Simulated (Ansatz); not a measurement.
**SiH2 (triplet): wave-function methods side by side, def2-TZVPP**

An exercise on one series of results from a longer session: the logs are not shown, and one member is left open.

Method: def2-TZVPP, core rule «outside noble gas», up to 5 orbitals frozen; program: Ansatz 0.2.0, Gaussian basis.

The runs, in order: UHF; ROHF; CCSD(T) on UHF.

2 further runs of the same task are left out: 2 set aside as unsound or not needed.

## What is computed

The geometry is a PBE0/def2-TZVP stationary point (not a proven minimum) of the parent state, kept for this charge and spin.

3 atoms, charge 0, spin multiplicity 3.

Atoms are counted from 1 here; the program's logs count them from 0.

Bond lengths: Si1–H2 1.526 Å, Si1–H3 1.526 Å. Angles: H2–Si1–H3 91.2°.

The first run:

File in.yaml:

```yaml
crystal:
  periodic: [false, false, false]
  atoms:
    - {symbol: Si, position_ang: [0.000000, -0.071477, 0.000000]}
    - {symbol: H, position_ang: [0.000000, 0.995827, -1.090012]}
    - {symbol: H, position_ang: [0.000000, 0.995827, 1.090012]}
basis:
  gaussian: {orbitals: def2-TZVPP}
magnetization: {spin_polarized: true, initial_magnetization: 2}
hamiltonian: {xc: hf}
output: {orbitals: {seedname: orbitals}}
```

Command:

```bash
ansatz run in.yaml --threads 1 --pin off --events-out ev --progress --plain --max-ram 4096MiB --backend cpu
```

Steps of the session up to this table: UHF; ROHF; CCSD(T) on UHF.

One of the session's tables, all rows but one given; the rest of the session is left out.

| method | from UCCSD(T) (meV) |
| --- | --- |
| ROHF | ? |
| UHF | +3185.5 |
| UMP2 | +712.1 |
| UCCSD | +93.3 |
| UCCSD(T) | 0 |

Estimate the missing values for ROHF.

The run gave: from UCCSD(T) (meV): +3237.5. In the column «from UCCSD(T) (meV)» it is the highest.
